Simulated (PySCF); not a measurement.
Species: diethyl sulfide, C4H10S.
Numbering: `[CH3:1][CH2:2][S:3][CH2:4][CH3:5]` (hydrogens: H6, H7, H8 on C1; H9, H10 on C2; H11, H12 on C4; H13, H14, H15 on C5)

The same species was optimised twice, with GFN2-xTB and with PBE0-D3(BJ)/def2-SVP (PySCF), and the same property calculations (PySCF, gas phase) were run on both structures.

```tsv
coordinate	GFN2-xTB	PBE0-D3(BJ)/def2-SVP	change
C1–H7 (Å)	1.088	1.102	+0.014
C5–H13 (Å)	1.088	1.102	+0.014
C5–H15 (Å)	1.087	1.100	+0.013
C4–H12 (Å)	1.089	1.102	+0.013
C1–H6 (Å)	1.087	1.100	+0.013
C2–H10 (Å)	1.089	1.102	+0.013
C5–H14 (Å)	1.088	1.101	+0.013
C1–H8 (Å)	1.088	1.101	+0.013
C2–H9 (Å)	1.089	1.101	+0.012
C4–H11 (Å)	1.089	1.101	+0.012
S3–C4 (Å)	1.827	1.815	-0.012
C2–S3 (Å)	1.827	1.815	-0.012
C1–C2 (Å)	1.517	1.517	0.000
C4–C5 (Å)	1.517	1.517	0.000
H11–C4–H12 (°)	108.9	106.2	-2.7
H9–C2–H10 (°)	108.9	106.2	-2.7
S3–C4–C5 (°)	112.5	114.9	+2.4
C1–C2–S3 (°)	112.5	114.9	+2.4
S3–C4–H12 (°)	107.7	109.5	+1.8
S3–C2–H10 (°)	107.8	109.5	+1.7
S3–C4–H11 (°)	104.9	103.6	-1.3
S3–C2–H9 (°)	104.8	103.6	-1.2
C1–C2–S3–C4 (°)	79	65	-14
C2–S3–C4–C5 (°)	81	65	-16
```

Rotational constants: A = 6331, B = 2315, C = 2050 MHz (GFN2-xTB) against A = 5360, B = 2629, C = 2140 MHz (PBE0-D3(BJ)/def2-SVP). Atoms that the bonding makes alike are paired by their places after alignment.

On the GFN2-xTB structure: HOMO (eV) -6.24 [PBE0/pcSseg-1]; LUMO (eV) 1.29 [PBE0/pcSseg-1]; dipole (D) 1.77 [PBE0/pcSseg-1]; GIAO shielding of C1/C5 (mean) (ppm) 169.4 [PBE0/pcSseg-1]; GIAO shielding of C2/C4 (mean) (ppm) 157.3 [PBE0/pcSseg-1]; GIAO shielding of S3 (ppm) 469.8 [PBE0/pcSseg-1].

**Question.** What do these properties become on the PBE0-D3(BJ)/def2-SVP structure?

**Answer.** 
```tsv
property	level	on GFN2-xTB	on PBE0-D3(BJ)/def2-SVP	change
HOMO (eV)	PBE0/pcSseg-1	-6.24	-6.28	-0.04
LUMO (eV)	PBE0/pcSseg-1	1.29	1.19	-0.10
dipole (D)	PBE0/pcSseg-1	1.77	1.75	-0.02
energy, GFN2-xTB geometry as zero (kcal/mol)	PBE0/pcSseg-1	0.0	-0.7	-0.7
GIAO shielding of C1/C5 (mean) (ppm)	PBE0/pcSseg-1	169.4	170.2	+0.8
GIAO shielding of C2/C4 (mean) (ppm)	PBE0/pcSseg-1	157.3	159.4	+2.1
GIAO shielding of S3 (ppm)	PBE0/pcSseg-1	469.8	487.3	+17.5
```

The heavy atoms differ by 0.196 Å rms after alignment (one structure mirrored). Among all bonds C1–H6, C1–H7, C1–H8, C2–H10, C4–H12, C5–H13, C5–H14 and C5–H15 change most and about equally (+0.013 to +0.014 Å). Changes are differences of the printed values. Neither structure is proved a minimum here.

Shape of the structure used: `[CH3:1][CH2:2][S:3][CH2:4][CH3:5]`: C1–C2–S3–C4 65°, C2–S3–C4–C5 65°.
